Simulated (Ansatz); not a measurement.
## Ansatz (development build ahead of 0.2.0) run

```yaml
crystal:
  periodic: [false, false, false]
  atoms:
    - { symbol: C, position_ang: [0.0, 0.0, -0.58512] }
    - { symbol: F, position_ang: [0.0, 0.0, 0.58512] }
basis:
  gaussian: { orbitals: cc-pVTZ }
magnetization:
  spin_polarized: true
  initial_magnetization: 1
hamiltonian:
  xc: hf
correlation:
  method: bccd_t
  frozen_orbitals: { C: 1, F: 1 }
```

The input is written out in the form of the current development build from the run's settings.

Results

* Converged: yes
* Reference energy (starting determinant): -137.21662 hartree
* Correlation energy: -0.37505 hartree
* Total energy: -137.59167 hartree
